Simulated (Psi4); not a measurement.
**wB97X-V/def2-TZVPPD run of BCl (SMILES [B]Cl)**

What is the vertical electron affinity of BCl at wB97X-V/def2-TZVPPD? 

The results are computed with Psi4 1.11.

### 1 Starting point

BCl: 2 atoms, total charge 0, spin state singlet. SMILES: `[B]Cl`. The shape is that of a PBE0-D4/def2-TZVP optimisation.

Bond lengths: B1–Cl2 1.718 Å.

### 2 The energy at wB97X-V/def2-TZVPPD

Contents of run.py:

```python
import psi4

psi4.set_memory('1600 MB')
psi4.set_num_threads(1)
psi4.core.set_output_file('bcl.out', False)

mol = psi4.geometry("""
0 1
B
Cl 1 1.71785
symmetry c1
""")

psi4.set_options({
    'basis': 'def2-TZVPPD',
    'puream': True,
    'e_convergence': 1e-09,
    'd_convergence': 1e-08,
    'scf_type': 'pk',
    'dft_radial_points': 99,
    'dft_spherical_points': 590,
})

energy_value, wavefunction = psi4.energy("wb97x-v", return_wfn=True)
print(f'total energy {energy_value:.8f} hartree = {energy_value * 27.211386:.5f} eV')
```

On the command line:

```console
$ python run.py
```

bcl.out:

```text
[...]
  Running in c1 symmetry.
[...]
  Nuclear repulsion =   26.183929276100937
[...]
  Multiplicity = 1
[...]
  Nalpha       = 11
  Nbeta        = 11
[...]
    Number of basis functions: 88
[...]
   @RKS iter   1:  -484.91617334841374   -4.42152e-01   2.44162e-03 DIIS/ADIIS
[...]
   @RKS iter  10:  -484.92729417508338   -1.24487e-11   4.47990e-09 DIIS
[...]
    Orbital Energies [Eh]
    ---------------------
    Doubly Occupied:
       1A   -101.564734     2A     -9.607049     3A     -7.357462
       4A     -7.354862     5A     -7.354862     6A     -6.958547
       7A     -1.017439     8A     -0.622684     9A     -0.497048
      10A     -0.497048    11A     -0.364067
[...]
  @RKS Final Energy:  -484.92729417508338
   => Energetics <=
    Nuclear Repulsion Energy =             26.1839292761009368
    One-Electron Energy =                -719.4438250709199565
    Two-Electron Energy =                 232.3234850477770124
    DFT Exchange-Correlation Energy =     -24.0832951976245013
    Empirical Dispersion Energy =           0.0000000000000000
    VV10 Nonlocal Energy =                  0.0924117695831846
    Total Energy =                       -484.9272941750833752
[...]
 Multipole Moments:
 ------------------------------------------------------------------------------------
     Multipole            Electronic (a.u.)      Nuclear  (a.u.)        Total (a.u.)
 ------------------------------------------------------------------------------------
 L = 1.  Multiply by 2.5417464519 to convert [e a0] to [Debye]
 Dipole X            :         -0.0000000            0.0000000           -0.0000000
 Dipole Y            :         -0.0000000            0.0000000           -0.0000000
 Dipole Z            :         -0.2450523            0.8694190            0.6243667
 Magnitude           :                                                    0.6243667
[...]
```

On the terminal:

```text
total energy -484.92729418 hartree = -13195.54378 eV
```

It took 18 s on 1 thread of Intel Xeon Platinum 8259CL at 2.50GHz (Skylake/Cascade Lake), shared host; peak memory 0.64 GiB.

### 3 The doublet anion at the same level

Contents of input.dat:

```
memory 1600 mb

molecule system {
  -1 2
  B      0.00000000     0.00000000    -0.13163832
  Cl     0.00000000     0.00000000     3.11462770
  units au
  symmetry c1
}

set {
  reference            uks
  puream               true
  e_convergence        1e-09
  d_convergence        1e-08
  scf_type             pk
  dft_radial_points    99
  dft_spherical_points 590
  maxiter              100
}

energy('wb97x-v/def2-TZVPPD')
```

On the command line:

```console
$ psi4 input.dat output.dat -n 1
```

output.dat:

```text
[...]
  Running in c1 symmetry.
[...]
  Nuclear repulsion =   26.183929313346905
[...]
  Multiplicity = 2
[...]
  Nalpha       = 12
  Nbeta        = 11
[...]
    Number of basis functions: 88
[...]
   @UKS iter   1:  -484.83515653969641   -3.61138e-01   4.02597e-03 ADIIS/DIIS
[...]
   @UKS iter  13:  -484.91673086646813   -8.92442e-12   3.17742e-09 DIIS
[...]
   @S^2 Observed:                7.559753341E-01
[...]
    Orbital Energies [Eh]
    ---------------------
    Alpha Occupied:
       1A   -101.315552     2A     -9.357937     3A     -7.108528
       4A     -7.106563     5A     -7.105370     6A     -6.653238
       7A     -0.771222     8A     -0.379384     9A     -0.266947
      10A     -0.260244    11A     -0.118434    12A      0.005930
    Alpha Virtual:
      13A      0.174803    14A      0.207155    15A      0.210908
      16A      0.212158    17A      0.247159    18A      0.299387
      19A      0.338082    20A      0.338570    21A      0.375663
      22A      0.381311    23A      0.388751    24A      0.411750
      25A      0.449329    26A      0.449503    27A      0.460970
[...]
  @UKS Final Energy:  -484.91673086646813
   => Energetics <=
    Nuclear Repulsion Energy =             26.1839293133469049
    One-Electron Energy =                -724.9744653266245678
    Two-Electron Energy =                 237.9562883773423891
    DFT Exchange-Correlation Energy =     -24.1774669430391000
    Empirical Dispersion Energy =           0.0000000000000000
    VV10 Nonlocal Energy =                  0.0949837125063641
    Total Energy =                       -484.9167308664680718
[...]
 Multipole Moments:
 ------------------------------------------------------------------------------------
     Multipole            Electronic (a.u.)      Nuclear  (a.u.)        Total (a.u.)
 ------------------------------------------------------------------------------------
 L = 1.  Multiply by 2.5417464519 to convert [e a0] to [Debye]
 Dipole X            :          0.0000000            0.0000000            0.0000000
 Dipole Y            :         -0.0000000            0.0000000           -0.0000000
 Dipole Z            :          1.5710073            0.8694190            2.4404263
 Magnitude           :                                                    2.4404263
[...]
```

Run time: 27 s. Hardware: 1 thread of Intel Xeon Platinum 8259CL at 2.50GHz (Skylake/Cascade Lake), shared host; peak memory 0.64 GiB.

### 4 Results

Level: wB97X-V/def2-TZVPPD.

| quantity | value |
| --- | --- |
| singlet BCl: total energy | -484.92729 Eh |
| singlet BCl: dipole moment | 1.59 D |
| singlet BCl: HOMO energy | -9.91 eV |
| singlet BCl: LUMO energy | 0.34 eV |
| singlet BCl: HOMO–LUMO gap | 10.25 eV |
| doublet anion: total energy | -484.91673 Eh |
| doublet anion: HOMO energy (highest over α and β) | 0.16 eV |
| doublet anion: LUMO energy (lowest over α and β) | 4.76 eV |
| doublet anion: ⟨S²⟩ | 0.756 |
| vertical electron affinity (to the doublet anion) | -0.287 eV |

**Reading.** The anion lies 0.29 eV (6.6 kcal/mol) above the neutral: the electron isn't bound at this level, and such a value depends on the basis. The HOMO (doublet anion) lies at positive energy, 0.16 eV; only total energies tell whether the electron is bound.
